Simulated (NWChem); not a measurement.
System: Cl cation, triplet

Results from NWChem. Pople sets run with spherical d functions. Spin-unrestricted. The open p shell is one determinant without spherical averaging. No stability test was run on the SCF state.

Taking PBE0/6-311++G** as the yardstick, which of these has the fewest basis functions while keeping “highest occupied level (eV)” within 0.2 eV of it: PBE0/STO-3G; PBE0/6-31+G*; PBE0/3-21G; PBE0/6-311G**; PBE0/6-31G*?

PBE0/3-21G.
| level | basis functions | highest occupied level (eV) |
|---|---|---|
| PBE0/STO-3G | 9 | -20.70 |
| PBE0/3-21G | 13 | -19.81 |
| PBE0/6-31G* | 18 | -19.85 |
| PBE0/6-31+G* | 22 | -19.85 |
| PBE0/6-311G** | 26 | -19.85 |
| PBE0/6-311++G** | 30 | -19.84 |

The yardstick is one finite set, not the basis-set limit.
